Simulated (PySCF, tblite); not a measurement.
# CH4O: protonation, part 2 of 2

tblite 0.8.0 and PySCF 2.14.0. Atoms count from 0.

### 13 Single point (CH₄O): wavefunction

Geometry: PBE0-D3(BJ)/def2-SVP.

The job: settings as JSON, then the geometry in Å.

```
{"job": {"kind": "sp", "xc": "CCSD(T)", "basis": "ma-def2-TZVP", "grid": 2}, "charge": 0, "multiplicity": 1}
C     -0.341602    -0.008036     0.007169
O      0.928954    -0.404717    -0.417888
H     -0.497537    -0.128995     1.097672
H     -1.079888    -0.647119    -0.500059
H     -0.583004     1.041702    -0.253569
H      1.579417     0.149442     0.022940
```

Level: wavefunction single point, frozen core, gas phase.

The program printed:

```text
final grid: 43904 points
cycle   1  E = -115.0456326249  dE =  6.669e-02  |g| = 4.706e-01  |ddm| = 1.421e+00
cycle   2  E = -115.0801909681  dE = -3.456e-02  |g| = 2.672e-01  |ddm| = 3.608e-01
cycle   3  E = -115.0918989761  dE = -1.171e-02  |g| = 3.984e-02  |ddm| = 1.238e-01
cycle   4  E = -115.0923021292  dE = -4.032e-04  |g| = 8.825e-03  |ddm| = 3.137e-02
cycle   5  E = -115.0923274590  dE = -2.533e-05  |g| = 2.170e-03  |ddm| = 8.818e-03
cycle   6  E = -115.0923292898  dE = -1.831e-06  |g| = 6.269e-04  |ddm| = 2.707e-03
cycle   7  E = -115.0923294807  dE = -1.910e-07  |g| = 1.463e-04  |ddm| = 9.627e-04
cycle   8  E = -115.0923294944  dE = -1.370e-08  |g| = 2.517e-05  |ddm| = 2.473e-04
cycle   9  E = -115.0923294948  dE = -3.915e-10  |g| = 4.736e-06  |ddm| = 4.014e-05
converged SCF energy = -115.0923294948
E(HF, exact integrals) = -115.0923538452
E(MP2) = -115.5087080154
E(CCSD) = -115.5290136767
E(CCSD(T)) = -115.5430345963
T1 diagnostic = 0.0095
```

Run time: 16 s. Hardware: 1 thread of Arm Neoverse V1, shared host; peak memory 0.67 GiB.

### 14 Single point (CH5O+): wavefunction

Geometry: PBE0-D3(BJ)/def2-SVP.

The job: settings as JSON, then the geometry in Å.

```
{"job": {"kind": "sp", "xc": "CCSD(T)", "basis": "ma-def2-TZVP", "grid": 2}, "charge": 1, "multiplicity": 1}
C     -0.433362     0.021870    -0.009519
O      0.878091    -0.366995    -0.588734
H     -0.398211    -0.109761     1.078455
H     -1.168575    -0.630967    -0.491703
H     -0.584096     1.065249    -0.305838
H      1.637223     0.195174    -0.336299
H      1.114824    -1.311911    -0.505352
```

Method: wavefunction single point, frozen core, gas phase.

The program printed:

```text
final grid: 49280 points
cycle   1  E = -115.3444025561  dE =  4.297e-01  |g| = 4.083e-01  |ddm| = 1.465e+00
cycle   2  E = -115.3932157159  dE = -4.881e-02  |g| = 1.352e-01  |ddm| = 3.438e-01
cycle   3  E = -115.3970651451  dE = -3.849e-03  |g| = 3.230e-02  |ddm| = 9.490e-02
cycle   4  E = -115.3974044800  dE = -3.393e-04  |g| = 8.006e-03  |ddm| = 2.840e-02
cycle   5  E = -115.3974232636  dE = -1.878e-05  |g| = 2.993e-03  |ddm| = 6.387e-03
cycle   6  E = -115.3974257202  dE = -2.457e-06  |g| = 7.991e-04  |ddm| = 2.386e-03
cycle   7  E = -115.3974259830  dE = -2.628e-07  |g| = 1.723e-04  |ddm| = 8.209e-04
cycle   8  E = -115.3974260012  dE = -1.820e-08  |g| = 2.920e-05  |ddm| = 2.484e-04
cycle   9  E = -115.3974260017  dE = -5.186e-10  |g| = 6.643e-06  |ddm| = 4.994e-05
converged SCF energy = -115.3974260017
E(HF, exact integrals) = -115.3974305417
E(MP2) = -115.8038775641
E(CCSD) = -115.8279359305
E(CCSD(T)) = -115.8406462920
T1 diagnostic = 0.0083
```

It took 21 s on 1 thread of Arm Neoverse V1, shared host; peak memory 0.75 GiB.

### 15 Protonation: CCSD(T)/ma-def2-TZVP

This step combines the energies above: geometries from PBE0-D3(BJ)/def2-SVP, zero-point and thermal terms from PBE0-D3(BJ)/def2-SVP.

The job: settings as JSON, then the geometry in Å.

```
{"job": {"kind": "pa", "geom": {"xc": "PBE0", "basis": "def2-SVP", "d3": "d3bj", "grid": 1}, "hess": 1, "level": {"xc": "CCSD(T)", "basis": "ma-def2-TZVP"}}, "charge": 0, "multiplicity": 1}
C     -0.341602    -0.008036     0.007169
O      0.928954    -0.404717    -0.417888
H     -0.497537    -0.128995     1.097672
H     -1.079888    -0.647119    -0.500059
H     -0.583004     1.041702    -0.253569
H      1.579417     0.149442     0.022940
```

Output (the driver's rows laid out field by field):

```text
protonation site by site, CCSD(T)/ma-def2-TZVP // PBE0-D3(BJ)/def2-SVP

row 1
  formula                 CH5O
  charge                  1
  multiplicity            1
  smiles                  C[OH2+]
  kept                    yes
  pieces                  1
  point_group             Cs
  atom                    1
  element                 O
  electronic              781.38
  enthalpy                753.0
  free_energy             722.47
  share_gas               1.0
```

It took 37 s on 1 thread of Arm Neoverse V1, shared host; peak memory 0.75 GiB.

Energy given off on adding a proton (kJ/mol, gas phase, 298 K for the thermal columns):

```
site  product  electronic  enthalpy  free energy
  O1  C[OH2+]       781.4     753.0        722.5
```

### 16 Single point (CH₄O): wavefunction

Geometry: PBE0-D3(BJ)/def2-SVP.

The job: settings as JSON, then the geometry in Å.

```
{"job": {"kind": "sp", "xc": "MP2", "basis": "ma-def2-TZVP", "grid": 2}, "charge": 0, "multiplicity": 1}
C     -0.341602    -0.008036     0.007169
O      0.928954    -0.404717    -0.417888
H     -0.497537    -0.128995     1.097672
H     -1.079888    -0.647119    -0.500059
H     -0.583004     1.041702    -0.253569
H      1.579417     0.149442     0.022940
```

With the program's defaults for keys left out, this is: wavefunction single point, frozen core, gas phase.

The program printed:

```text
final grid: 43904 points
cycle   1  E = -115.0456326249  dE =  6.669e-02  |g| = 4.706e-01  |ddm| = 1.421e+00
cycle   2  E = -115.0801909681  dE = -3.456e-02  |g| = 2.672e-01  |ddm| = 3.608e-01
cycle   3  E = -115.0918989761  dE = -1.171e-02  |g| = 3.984e-02  |ddm| = 1.238e-01
cycle   4  E = -115.0923021292  dE = -4.032e-04  |g| = 8.825e-03  |ddm| = 3.137e-02
cycle   5  E = -115.0923274590  dE = -2.533e-05  |g| = 2.170e-03  |ddm| = 8.818e-03
cycle   6  E = -115.0923292898  dE = -1.831e-06  |g| = 6.269e-04  |ddm| = 2.707e-03
cycle   7  E = -115.0923294807  dE = -1.910e-07  |g| = 1.463e-04  |ddm| = 9.627e-04
cycle   8  E = -115.0923294944  dE = -1.370e-08  |g| = 2.517e-05  |ddm| = 2.473e-04
cycle   9  E = -115.0923294948  dE = -3.915e-10  |g| = 4.736e-06  |ddm| = 4.014e-05
converged SCF energy = -115.0923294948
E(HF, exact integrals) = -115.0923538452
E(MP2) = -115.5087079534
```

Run time: 1.1 s. Hardware: 1 thread of Arm Neoverse V1, shared host.

### 17 Single point (CH5O+): wavefunction

Geometry: PBE0-D3(BJ)/def2-SVP.

The job: settings as JSON, then the geometry in Å.

```
{"job": {"kind": "sp", "xc": "MP2", "basis": "ma-def2-TZVP", "grid": 2}, "charge": 1, "multiplicity": 1}
C     -0.433362     0.021870    -0.009519
O      0.878091    -0.366995    -0.588734
H     -0.398211    -0.109761     1.078455
H     -1.168575    -0.630967    -0.491703
H     -0.584096     1.065249    -0.305838
H      1.637223     0.195174    -0.336299
H      1.114824    -1.311911    -0.505352
```

Level: wavefunction single point, frozen core, gas phase.

The program printed:

```text
final grid: 49280 points
cycle   1  E = -115.3444025561  dE =  4.297e-01  |g| = 4.083e-01  |ddm| = 1.465e+00
cycle   2  E = -115.3932157159  dE = -4.881e-02  |g| = 1.352e-01  |ddm| = 3.438e-01
cycle   3  E = -115.3970651451  dE = -3.849e-03  |g| = 3.230e-02  |ddm| = 9.490e-02
cycle   4  E = -115.3974044800  dE = -3.393e-04  |g| = 8.006e-03  |ddm| = 2.840e-02
cycle   5  E = -115.3974232636  dE = -1.878e-05  |g| = 2.993e-03  |ddm| = 6.387e-03
cycle   6  E = -115.3974257202  dE = -2.457e-06  |g| = 7.991e-04  |ddm| = 2.386e-03
cycle   7  E = -115.3974259830  dE = -2.628e-07  |g| = 1.723e-04  |ddm| = 8.209e-04
cycle   8  E = -115.3974260012  dE = -1.820e-08  |g| = 2.920e-05  |ddm| = 2.484e-04
cycle   9  E = -115.3974260017  dE = -5.186e-10  |g| = 6.643e-06  |ddm| = 4.994e-05
converged SCF energy = -115.3974260017
E(HF, exact integrals) = -115.3974305417
E(MP2) = -115.8038775565
```

Wall time 1.4 s (1 thread of Arm Neoverse V1, shared host).

### 18 Protonation: MP2/ma-def2-TZVP

This step combines the energies above: geometries from PBE0-D3(BJ)/def2-SVP, zero-point and thermal terms from PBE0-D3(BJ)/def2-SVP.

The job: settings as JSON, then the geometry in Å.

```
{"job": {"kind": "pa", "geom": {"xc": "PBE0", "basis": "def2-SVP", "d3": "d3bj", "grid": 1}, "hess": 1, "level": {"xc": "MP2", "basis": "ma-def2-TZVP"}}, "charge": 0, "multiplicity": 1}
C     -0.341602    -0.008036     0.007169
O      0.928954    -0.404717    -0.417888
H     -0.497537    -0.128995     1.097672
H     -1.079888    -0.647119    -0.500059
H     -0.583004     1.041702    -0.253569
H      1.579417     0.149442     0.022940
```

Output (the driver's rows laid out field by field):

```text
protonation site by site, MP2/ma-def2-TZVP // PBE0-D3(BJ)/def2-SVP

row 1
  formula                 CH5O
  charge                  1
  multiplicity            1
  smiles                  C[OH2+]
  kept                    yes
  pieces                  1
  point_group             Cs
  atom                    1
  element                 O
  electronic              774.97
  enthalpy                746.58
  free_energy             716.06
  share_gas               1.0
```

Wall time 2.6 s (1 thread of Arm Neoverse V1, shared host).

Energy given off on adding a proton (kJ/mol, gas phase, 298 K for the thermal columns):

```csv
site,product,electronic,enthalpy,free energy
O1,C[OH2+],775.0,746.6,716.1
```

### 19 Single point (CH4O): HF/ma-def2-TZVP

Geometry: PBE0-D3(BJ)/def2-SVP.

The job: settings as JSON, then the geometry in Å.

```
{"job": {"kind": "sp", "xc": "HF", "basis": "ma-def2-TZVP", "grid": 2}, "charge": 0, "multiplicity": 1}
C     -0.341602    -0.008036     0.007169
O      0.928954    -0.404717    -0.417888
H     -0.497537    -0.128995     1.097672
H     -1.079888    -0.647119    -0.500059
H     -0.583004     1.041702    -0.253569
H      1.579417     0.149442     0.022940
```

The program printed:

```text
final grid: 43904 points
cycle   1  E = -115.0456326249  dE =  6.669e-02  |g| = 4.706e-01  |ddm| = 1.421e+00
cycle   2  E = -115.0801909681  dE = -3.456e-02  |g| = 2.672e-01  |ddm| = 3.608e-01
cycle   3  E = -115.0918989761  dE = -1.171e-02  |g| = 3.984e-02  |ddm| = 1.238e-01
cycle   4  E = -115.0923021292  dE = -4.032e-04  |g| = 8.825e-03  |ddm| = 3.137e-02
cycle   5  E = -115.0923274590  dE = -2.533e-05  |g| = 2.170e-03  |ddm| = 8.818e-03
cycle   6  E = -115.0923292898  dE = -1.831e-06  |g| = 6.269e-04  |ddm| = 2.707e-03
cycle   7  E = -115.0923294807  dE = -1.910e-07  |g| = 1.463e-04  |ddm| = 9.627e-04
cycle   8  E = -115.0923294944  dE = -1.370e-08  |g| = 2.517e-05  |ddm| = 2.473e-04
cycle   9  E = -115.0923294948  dE = -3.915e-10  |g| = 4.736e-06  |ddm| = 4.014e-05
converged SCF energy = -115.0923294948
```

Run time: 0.25 s. Hardware: 1 thread of Arm Neoverse V1, shared host.

### 20 Single point (CH5O+): HF/ma-def2-TZVP

Geometry: PBE0-D3(BJ)/def2-SVP.

The job: settings as JSON, then the geometry in Å.

```
{"job": {"kind": "sp", "xc": "HF", "basis": "ma-def2-TZVP", "grid": 2}, "charge": 1, "multiplicity": 1}
C     -0.433362     0.021870    -0.009519
O      0.878091    -0.366995    -0.588734
H     -0.398211    -0.109761     1.078455
H     -1.168575    -0.630967    -0.491703
H     -0.584096     1.065249    -0.305838
H      1.637223     0.195174    -0.336299
H      1.114824    -1.311911    -0.505352
```

The program printed:

```text
final grid: 49280 points
cycle   1  E = -115.3444025561  dE =  4.297e-01  |g| = 4.083e-01  |ddm| = 1.465e+00
cycle   2  E = -115.3932157159  dE = -4.881e-02  |g| = 1.352e-01  |ddm| = 3.438e-01
cycle   3  E = -115.3970651451  dE = -3.849e-03  |g| = 3.230e-02  |ddm| = 9.490e-02
cycle   4  E = -115.3974044800  dE = -3.393e-04  |g| = 8.006e-03  |ddm| = 2.840e-02
cycle   5  E = -115.3974232636  dE = -1.878e-05  |g| = 2.993e-03  |ddm| = 6.387e-03
cycle   6  E = -115.3974257202  dE = -2.457e-06  |g| = 7.991e-04  |ddm| = 2.386e-03
cycle   7  E = -115.3974259830  dE = -2.628e-07  |g| = 1.723e-04  |ddm| = 8.209e-04
cycle   8  E = -115.3974260012  dE = -1.820e-08  |g| = 2.920e-05  |ddm| = 2.484e-04
cycle   9  E = -115.3974260017  dE = -5.186e-10  |g| = 6.643e-06  |ddm| = 4.994e-05
converged SCF energy = -115.3974260017
```

It took 0.3 s on 1 thread of Arm Neoverse V1, shared host.

### 21 Protonation: HF/ma-def2-TZVP

This step combines the energies above: geometries from PBE0-D3(BJ)/def2-SVP, zero-point and thermal terms from PBE0-D3(BJ)/def2-SVP.

The job: settings as JSON, then the geometry in Å.

```
{"job": {"kind": "pa", "geom": {"xc": "PBE0", "basis": "def2-SVP", "d3": "d3bj", "grid": 1}, "hess": 1, "level": {"xc": "HF", "basis": "ma-def2-TZVP"}}, "charge": 0, "multiplicity": 1}
C     -0.341602    -0.008036     0.007169
O      0.928954    -0.404717    -0.417888
H     -0.497537    -0.128995     1.097672
H     -1.079888    -0.647119    -0.500059
H     -0.583004     1.041702    -0.253569
H      1.579417     0.149442     0.022940
```

Output (the driver's rows laid out field by field):

```text
protonation site by site, HF/ma-def2-TZVP // PBE0-D3(BJ)/def2-SVP

row 1
  formula                 CH5O
  charge                  1
  multiplicity            1
  smiles                  C[OH2+]
  kept                    yes
  pieces                  1
  point_group             Cs
  atom                    1
  element                 O
  electronic              801.03
  enthalpy                772.65
  free_energy             742.12
  share_gas               1.0
```

Wall time 0.61 s (1 thread of Arm Neoverse V1, shared host).

Energy given off on adding a proton (kJ/mol, gas phase, 298 K for the thermal columns):

```csv
site,product,electronic,enthalpy,free energy
O1,C[OH2+],801.0,772.6,742.1
```

### 22 Results

The summary covers parts 1 to 2.

| quantity | value |
| --- | --- |
| strongest single infrared mode (GFN2-xTB) | 374 cm⁻¹, 152 km/mol |
| zero-point energy (GFN2-xTB) | 31.2 kcal/mol |
| point group | Cs |
| rotational constants (main isotopes) | 127.49, 25.25, 24.36 GHz |
| surface potential, 1st and 99th percentile | -1.62 V and 2.26 V |
| proton affinity (−ΔH), O1 (wB97X-D3(BJ)/def2-TZVP) | 761.9 kJ/mol |
| proton affinity (−ΔH), O1 (CCSD(T)/ma-def2-TZVP) | 753.0 kJ/mol |
| proton affinity (−ΔH), O1 (MP2/ma-def2-TZVP) | 746.6 kJ/mol |
| proton affinity (−ΔH), O1 (HF/ma-def2-TZVP) | 772.6 kJ/mol |

In words: No mode is imaginary among the 12: a minimum at this level. The strongest single mode, at 374 cm⁻¹, moves mainly H5. GFN2-xTB is a fitted tight-binding method: band positions and strengths are rough. Its intensities can rank the bands wrongly. The optimisation took 2 steps and gained 0.016 eV; among the close pairs (by a distance rule), C0–H4 changed most, from 1.095 to 1.108 Å (PBE0/def2-SVP). The proton affinity (−ΔH) at O1 is 761.9 kJ/mol at wB97X-D3(BJ)/def2-TZVP; zero-point and thermal terms move it by -28.3 kJ/mol from the electronic value.
